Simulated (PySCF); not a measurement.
Run record: geometry optimisation, [ReOF5]-, `[O]=[Re-]([F])([F])([F])([F])[F]` [radical].

Computed with PBE0-D3(BJ)/def2-SVP geometry optimisation, gas phase, def2 core potentials past Kr (PySCF 2.14.0). Start geometry: GFN2-xTB. A driver script takes a list of jobs; this job's settings line and coordinates (Å) are shown.

Input:
```
{"job": {"xc": "PBE0", "basis": "def2-SVP", "d3": "d3bj", "grid": 1, "maxiter": 30, "shake": 0.01, "kind": "geom"}, "charge": -1, "multiplicity": 2}
O     -0.324340    -1.498040     0.885720
Re    -0.025580    -0.091330     0.046660
F      1.417000     0.415140     1.162540
F     -1.157530     0.996630     1.092540
F      0.331100     1.411000    -0.863950
F     -1.423450    -0.342270    -1.222650
F      1.216750    -0.920240    -1.150790
```

Output:
```
step   0  E = -652.00062190  max force = 0.071552
step   1  E = -651.99912138  max force = 0.044503
step   2  E = -652.00827309  max force = 0.043688
step   3  E = -652.00833033  max force = 0.019007
step   4  E = -652.01062747  max force = 0.005631
step   5  E = -652.01089916  max force = 0.004754
step   6  E = -652.01082094  max force = 0.002053
step   7  E = -652.01096073  max force = 0.001125
step   8  E = -652.01097197  max force = 0.000597
step   9  E = -652.01097043  max force = 0.000494
step  10  E = -652.01097252  max force = 0.000136
optimisation converged
```

Energies in Eh; «max force» is the largest Cartesian gradient component in Eh/bohr.

Q: Give the first gradient maximum in eV/Å.

A: With 1 Eh/bohr = 51.422 eV/Å, 3.679 eV/Å.

Q: How much energy does the optimisation release, in kcal/mol?

A: E(step 0) − E(last step) = 0.010351 Eh, which is 6.5 kcal/mol.

In short: final energy -652.01097 Eh after 10 steps.

Q: How long does this job take on one thread, Arm Neoverse V1 (aarch64) (shared host)? And the peak memory of the process?

A: About 2.1 min, with 0.49 GiB resident at the peak, the Python interpreter and its libraries included.
Labels such as C1 count atoms from 1, the log's own numbers from 0.
